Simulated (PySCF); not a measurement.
Q: Give a PBE0-D3(BJ)/def2-SVP geometry of InChI=1S/BClH3P/c2-1-3/h1H,3H2.

A: 
Z-matrix in Å and degrees, rows numbered from 1:
```
P 
B   1  1.8895
Cl  2  1.7498  1  121.31
H   1  1.4210  2  100.88  3    41.73
H   1  1.4217  2   99.14  3   142.61
H   2  1.2052  1  120.64  3   172.31
```

B2 (three-coordinate boron) is planar (angles 121.3°, 120.6° and 117.6°, sum 359.6°, 0.06 Å off the plane of its three neighbours). P1 (three-coordinate phosphorus) is pyramidal (angles 100.9°, 99.1° and 98.8°, sum 298.8°, 0.73 Å off the plane of its three neighbours).

Computed with PBE0-D3(BJ)/def2-SVP geometry optimisation, gas phase (PySCF).

Stationary, but not proved a minimum. One conformer, not necessarily the lowest (H–P1–B2–Cl3 42° and 143°).

***

Task: Write Cartesian coordinates for `[NH3+][BH2-]F` as optimised with PBE0-D3(BJ)/def2-SVP.

Result: 
```
atom  x, y, z in Å
N1     0.766    0.120    0.107
B2    -0.871   -0.028   -0.108
F3    -1.216    1.164   -0.737
H4     1.155   -0.706    0.563
H5     1.232    0.243   -0.794
H6     0.977    0.937    0.682
H7    -1.302   -0.147    1.037
H8    -0.979   -1.029   -0.813
```

Any rigid rotation of these coordinates is as good. Atoms count from 1 in this order. N1 (nitrogen bonded to B and 3 H) is tetrahedral (angles from 107.9° to 111.2°). B2 (four-coordinate boron) is distorted tetrahedral (angles from 103.1° to 115.1°).

Bonds between heavy atoms (Å): N1–B2 1.658, B2–F3 1.392.

Computed with PySCF 2.14.0, PBE0-D3(BJ)/def2-SVP geometry optimisation, gas phase.

Point group: Cs (every atom within 0.08 Å of its image). No PBE0-D3(BJ)/def2-SVP frequencies stand behind this structure, so it isn't proved a minimum.
